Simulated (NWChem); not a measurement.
Everything below was run with NWChem. System: CHF₃, charge 0, spin multiplicity 1, displaced from the optimised geometry. Level: RHF/cc-pVDZ, spin-restricted.

Part of the output:

```
             Northwest Computational Chemistry Package (NWChem) 7.3.0
             --------------------------------------------------------

                                NWChem Input Module
                                -------------------

 Scaling coordinates for geometry "geometry" by  1.889725989
 (inverse scale =  0.529177249)

                             Geometry "geometry" -> ""
                             -------------------------

 Output coordinates in angstroms (scale by  1.889725989 to convert to a.u.)

  No.       Tag          Charge          X              Y              Z
 ---- ---------------- ---------- -------------- -------------- --------------
    1 F                    9.0000     0.18024900    -0.79487800     1.34797800
    2 C                    6.0000    -0.33182400     0.02615300     0.00000000
    3 F                    9.0000     0.07783500    -0.63067200    -1.07838300
    4 F                    9.0000     0.22461100     1.23137000     0.00000000
    5 H                    1.0000    -1.43158200     0.11284300     0.00000000

 Effective nuclear repulsion energy (a.u.)     125.0925168847

            Nuclear Dipole moment (a.u.)
            ----------------------------
        X                 Y               Z
 ---------------- ---------------- ----------------
     1.7418152457    -2.7927485598     4.5851461010


 Summary of "ao basis" -> "" (spherical)
 ------------------------------------------------------------------------------
       Tag                 Description            Shells   Functions and Types
 ---------------- ------------------------------  ------  ---------------------
 *                          cc-pvdz                   on all atoms

 Summary of "ao basis" -> "ao basis" (spherical)
 ------------------------------------------------------------------------------
       Tag                 Description            Shells   Functions and Types
 ---------------- ------------------------------  ------  ---------------------
 F                          cc-pvdz                  6       14   3s2p1d
 C                          cc-pvdz                  6       14   3s2p1d
 H                          cc-pvdz                  3        5   2s1p

                                 NWChem SCF Module
                                 -----------------

  ao basis        = "ao basis"
  functions       =    61
  atoms           =     5
  closed shells   =    17
  open shells     =     0
  charge          =   0.00
  wavefunction    = RHF
  use symmetry    = F
  symmetry adapt  = F

 Summary of "ao basis" -> "ao basis" (spherical)
 ------------------------------------------------------------------------------
       Tag                 Description            Shells   Functions and Types
 ---------------- ------------------------------  ------  ---------------------
 F                          cc-pvdz                  6       14   3s2p1d
 C                          cc-pvdz                  6       14   3s2p1d
 H                          cc-pvdz                  3        5   2s1p

 Forming initial guess at       0.1s

      Superposition of Atomic Density Guess
      -------------------------------------

 Sum of atomic energies:        -336.31702367

      Non-variational initial energy
      ------------------------------

 Total energy =    -336.898404
 1-e energy   =    -717.845989
 2-e energy   =     255.855068
 HOMO         =      -0.476458
 LUMO         =       0.078154

 Starting SCF solution at       0.7s

 ----------------------------------------------
         Quadratically convergent ROHF

 Convergence threshold     :          1.000E-07
 Maximum no. of iterations :          100
 Final Fock-matrix accuracy:          1.000E-09
 ----------------------------------------------

              iter       energy          gnorm     gmax       time
             ----- ------------------- --------- --------- --------
                 1     -336.5779529926  1.63D+00  4.44D-01      0.7
                 2     -336.7196015117  3.57D-01  1.08D-01      0.8
                 3     -336.7293504634  1.28D-01  5.18D-02      0.8
                 4     -336.7309901955  4.54D-03  1.37D-03      0.9
                 5     -336.7309928397  1.85D-05  7.42D-06      1.0
                 6     -336.7309928397  5.36D-09  1.84D-09      1.1

       Final RHF  results
       ------------------

         Total SCF energy =   -336.730992839728
      One-electron energy =   -717.895058541782
      Two-electron energy =    256.071548817356
 Nuclear repulsion energy =    125.092516884698

        Time for solution =      0.4s

             Final eigenvalues
             -----------------

              1
    1  -26.3785
    2  -26.3785
    3  -26.2891
    4  -11.5465
    5   -1.7394
    6   -1.6692
    7   -1.5313
    8   -0.9990
    9   -0.8440
   10   -0.8247
   11   -0.7961
   12   -0.7161
   13   -0.6847
   14   -0.6725
   15   -0.6121
   16   -0.6114
   17   -0.5827
   18    0.1606
   19    0.1990
   20    0.3060
   21    0.3534
   22    0.6340
   23    0.6548
   24    0.6562
   25    0.7193
   26    0.9146
   27    1.1840

                       ROHF Final Molecular Orbital Analysis
                       -------------------------------------

 Vector   15  Occ=2.000000D+00  E=-6.121416D-01
              MO Center=  1.7D-01, -7.2D-01,  1.2D+00, r^2= 7.9D-01
   Bfn.  Coefficient  Atom+Function         Bfn.  Coefficient  Atom+Function
  ----- ------------  ---------------      ----- ------------  ---------------
     5      0.560213  1 F  py                 8      0.399435  1 F  py
     6      0.324501  1 F  pz                 9      0.231372  1 F  pz

 Vector   16  Occ=2.000000D+00  E=-6.114060D-01
              MO Center=  1.5D-01, -6.9D-01,  1.2D+00, r^2= 9.6D-01
   Bfn.  Coefficient  Atom+Function         Bfn.  Coefficient  Atom+Function
  ----- ------------  ---------------      ----- ------------  ---------------
     4      0.517910  1 F  px                 7      0.367287  1 F  px
     6     -0.328318  1 F  pz                 9     -0.238966  1 F  pz

 Vector   17  Occ=2.000000D+00  E=-5.827341D-01
              MO Center= -1.2D-01, -3.2D-01,  5.7D-01, r^2= 2.0D+00
   Bfn.  Coefficient  Atom+Function         Bfn.  Coefficient  Atom+Function
  ----- ------------  ---------------      ----- ------------  ---------------
     4      0.299133  1 F  px                 6      0.289753  1 F  pz
    57      0.254608  5 H  s                 18     -0.236127  2 C  px
     7      0.223536  1 F  px                 9      0.223532  1 F  pz
    46      0.209929  4 F  px                32      0.208833  3 F  px
     5     -0.191387  1 F  py                49      0.150995  4 F  px

 Vector   18  Occ=0.000000D+00  E= 1.606244D-01
              MO Center= -1.2D+00,  1.3D-02,  1.4D-01, r^2= 2.6D+00
   Bfn.  Coefficient  Atom+Function         Bfn.  Coefficient  Atom+Function
  ----- ------------  ---------------      ----- ------------  ---------------
    58      1.580688  5 H  s                 17     -1.345055  2 C  s
    21      0.522470  2 C  px                23     -0.324027  2 C  pz
    20     -0.299259  2 C  pz                 3      0.237176  1 F  s
     9     -0.235286  1 F  pz                16     -0.227410  2 C  s
     6     -0.205028  1 F  pz                19      0.167045  2 C  py

 Vector   19  Occ=0.000000D+00  E= 1.989664D-01
              MO Center= -8.3D-01, -9.0D-02,  2.7D-01, r^2= 2.6D+00
   Bfn.  Coefficient  Atom+Function         Bfn.  Coefficient  Atom+Function
  ----- ------------  ---------------      ----- ------------  ---------------
    58      1.462240  5 H  s                 21      0.746851  2 C  px
    17     -0.726594  2 C  s                 23      0.410202  2 C  pz
    18      0.362301  2 C  px                20      0.347366  2 C  pz
     3     -0.327876  1 F  s                 22     -0.296438  2 C  py
     9      0.256317  1 F  pz                19     -0.229733  2 C  py

 Vector   20  Occ=0.000000D+00  E= 3.060010D-01
              MO Center= -4.8D-01, -3.5D-04,  6.7D-02, r^2= 2.2D+00
   Bfn.  Coefficient  Atom+Function         Bfn.  Coefficient  Atom+Function
  ----- ------------  ---------------      ----- ------------  ---------------
    22      1.085463  2 C  py                31      0.635771  3 F  s
    45     -0.635797  4 F  s                 23      0.628616  2 C  pz
    19      0.368573  2 C  py                37      0.295594  3 F  pz
    50      0.242304  4 F  py                20      0.213449  2 C  pz
    49      0.204849  4 F  px                35     -0.184344  3 F  px

 center of mass
 --------------
 x =   0.10111650 y =  -0.08804521 z =   0.13826456

 moments of inertia (a.u.)
 ------------------
         373.089737609529          -5.383462105054          -9.811001622522
          -5.383462105054         218.251882890422          25.700263139816
          -9.811001622522          25.700263139816         189.671022270063

  Mulliken analysis of the total density
  --------------------------------------

    Atom       Charge   Shell Charges
 -----------   ------   -------------------------------------------------------
    1 F    9     9.42   2.00  0.90  1.06  3.25  2.21  0.00
    2 C    6     5.22   2.00  0.71  0.25  1.65  0.36  0.25
    3 F    9     9.23   2.00  0.90  1.00  3.32  1.99  0.01
    4 F    9     9.23   2.00  0.90  1.00  3.32  1.99  0.01
    5 H    1     0.90   0.75  0.12  0.03

       Multipole analysis of the density wrt the origin
       ------------------------------------------------

     L   x y z        total         open         nuclear
     -   - - -        -----         ----         -------
     0   0 0 0      0.000000      0.000000     34.000000

     1   1 0 0     -0.879218      0.000000      1.741815
     1   0 1 0      0.375159      0.000000     -2.792749
     1   0 0 1     -0.528146      0.000000      4.585146

     2   2 0 0    -13.269134      0.000000     12.538195
     2   1 1 0     -0.129852      0.000000      1.943806
     2   1 0 1     -0.181772      0.000000      5.111342
     2   0 2 0    -16.728596      0.000000     81.882683
     2   0 1 1      0.840627      0.000000    -12.578534
     2   0 0 2    -17.678723      0.000000     95.774485

 Task  times  cpu:        1.1s     wall:        1.1s

 Total times  cpu:        1.2s     wall:        1.2s
```

Task: Write an NWChem input that would produce this output.

Result: Several could match; the one computed here: 
```
start mol
memory heap 200 mb stack 900 mb global 1100 mb
geometry units angstroms nocenter noautoz noautosym
  F      0.180249    -0.794878     1.347978
  C     -0.331824     0.026153     0.000000
  F      0.077835    -0.630672    -1.078383
  F      0.224611     1.231370     0.000000
  H     -1.431582     0.112843     0.000000
end
basis spherical
  * library cc-pvdz
end
scf
  rhf
  nopen 0
  maxiter 100
  thresh 1e-7
  semidirect memsize 60000000 filesize 0
end
task scf energy
```
